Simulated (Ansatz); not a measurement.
# C₃H₅F₃: a ladder of functionals and wavefunction methods

How much do the methods differ for C₃H₅F₃? The plan is to run it at one geometry with functionals of several rungs and with coupled cluster, and see how far each lands from CCSD(T) at the basis-set limit for the atomisation energy.

The runs use Ansatz 0.2.0, Gaussian basis; functionals in def2-TZVPP, the program's frozen cores in correlated methods.

Levels to be run: LDA (SPW92), PBE-D4, revPBE-D4, BLYP-D4, r2SCAN-D4, B97M-V, PBE0-D4, B3LYP-D4, r2SCANh-D4, r2SCAN0-D4, HSE06-D4, BHLYP-D4, CAM-B3LYP-D4, LC-ωPBE, ωB97X-V, ωB97M-V, B2PLYP, PBE-QIDH; CCSD(T)/def2-SVP; CCSD(T)/def2-TZVPP; MP2/def2-QZVPP; extrapolation to the limit; RPA on PBE.

### Step 1. Structure used throughout

The geometry comes from an earlier relaxation with PBE0-D4 in a triple-zeta def2 set; it is a stationary point, not always the lowest conformer.

SMILES `CC(F)C(F)F`, 11 atoms, charge 0, spin multiplicity 1.

Atoms are counted from 1 here; the program's logs count them from 0.

Bond lengths: C1–C2 1.504 Å, C1–H7 1.090 Å, C1–H8 1.090 Å, C1–H9 1.091 Å, C2–F3 1.384 Å, C2–C4 1.518 Å, C2–H10 1.096 Å, C4–F5 1.357 Å, C4–F6 1.352 Å, C4–H11 1.094 Å. Angles: C2–C1–H7 110.5°, C2–C1–H8 109.7°, C2–C1–H9 110.0°, H7–C1–H8 109.1°, H7–C1–H9 108.9°, H8–C1–H9 108.7°, C1–C2–F3 110.1°, C1–C2–C4 113.7°, C1–C2–H10 111.4°, F3–C2–C4 106.8°, F3–C2–H10 107.4°, C4–C2–H10 107.1°, C2–C4–F5 108.9°, C2–C4–F6 111.1°, C2–C4–H11 112.1°, F5–C4–F6 107.7°, F5–C4–H11 108.8°, F6–C4–H11 108.1°.

### Step 2. LDA

This LDA is Slater exchange with PW92 correlation.

Contents of in.yaml:

```yaml
crystal:
  periodic: [false, false, false]
  atoms:
    - {symbol: C, position_ang: [-0.101428, 1.165709, -0.532037]}
    - {symbol: C, position_ang: [0.121699, -0.321255, -0.508343]}
    - {symbol: F, position_ang: [1.396389, -0.619213, -0.957788]}
    - {symbol: C, position_ang: [-0.010770, -0.936572, 0.872519]}
    - {symbol: F, position_ang: [-1.308095, -0.862011, 1.263832]}
    - {symbol: F, position_ang: [0.731552, -0.261990, 1.779066]}
    - {symbol: H, position_ang: [0.626260, 1.670678, 0.103384]}
    - {symbol: H, position_ang: [-0.002020, 1.536329, -1.552557]}
    - {symbol: H, position_ang: [-1.105318, 1.398103, -0.172370]}
    - {symbol: H, position_ang: [-0.586169, -0.841915, -1.162616]}
    - {symbol: H, position_ang: [0.303302, -1.984862, 0.887409]}
basis:
  gaussian: {orbitals: def2-TZVPP}
hamiltonian: {xc: lda}
output: {orbitals: {seedname: orbitals}}
```

Launch:

```sh
$ ansatz run in.yaml --threads 4 --pin off --events-out ev --progress --plain --max-ram 10444MiB
```

After this run come: PBE-D4 (GGA); revPBE-D4 (GGA); BLYP-D4 (GGA); r2SCAN-D4 (meta-GGA); B97M-V (meta-GGA); B3LYP-D4 (hybrid); r2SCANh-D4 (hybrid); r2SCAN0-D4 (hybrid); HSE06-D4 (hybrid); BHLYP-D4 (hybrid); CAM-B3LYP-D4 (range-separated); LC-ωPBE (range-separated); ωB97X-V (range-separated); ωB97M-V (range-separated); B2PLYP (double hybrid); PBE-QIDH (double hybrid); CCSD(T) in def2-SVP; CCSD(T) in def2-TZVPP; MP2 in def2-QZVPP; RPA on PBE orbitals.

Before running them: what should the planned runs give, taken together? Wanted: atomisation energy, CCSD(T)/CBS; farthest beyond LDA; mean size of error, GGA; mean size of error, meta-GGA; mean size of error, hybrid; mean size of error, range-separated; mean size of error, double hybrid; gap, smallest and largest; T1 diagnostic.

As calculated:

| quantity | value |
| --- | --- |
| atomisation energy, CCSD(T)/CBS | 4354.1 kJ/mol |
| functionals within 21.8 kJ/mol (0.5 %) | revPBE-D4, BLYP-D4, r2SCAN-D4, B97M-V, B3LYP-D4, r2SCANh-D4, ωB97X-V, ωB97M-V, PBE-QIDH |
| farthest beyond LDA | BHLYP-D4 (-171.1 kJ/mol) |
| mean size of error, GGA | 45.9 kJ/mol |
| mean size of error, meta-GGA | 9.9 kJ/mol |
| mean size of error, hybrid | 53.8 kJ/mol |
| mean size of error, range-separated | 21.1 kJ/mol |
| mean size of error, double hybrid | 30.6 kJ/mol |
| gap, smallest and largest | 8.19 eV (LDA (SPW92)), 15.72 eV (LC-ωPBE) |
| T1 diagnostic | 0.0111 |
| triples share of the correlation energy | 3.2 % |

LDA overbinds by 751.4 kJ/mol (17 %). PBE-D4 is off by +135.7 kJ/mol. Double hybrids carry the basis error of their MP2 part in triple zeta, and no dispersion term here, so their miss is partly the set-up's. The rungs meta-GGA, range-separated miss on average by less than the doubt on the reference (21.8 kJ/mol), so they tie. Misses under about 21.8 kJ/mol are within the doubt on the reference itself, which lacks core-valence correlation, relativity and higher excitations. Hartree-Fock recovers 72 % of the binding; the rest is correlation. CCSD(T) in def2-SVP is off by -185.9 kJ/mol, which most functionals beat. The gap grows from 8.2 to 15.7 eV across the functionals, mostly with the share of exact exchange.
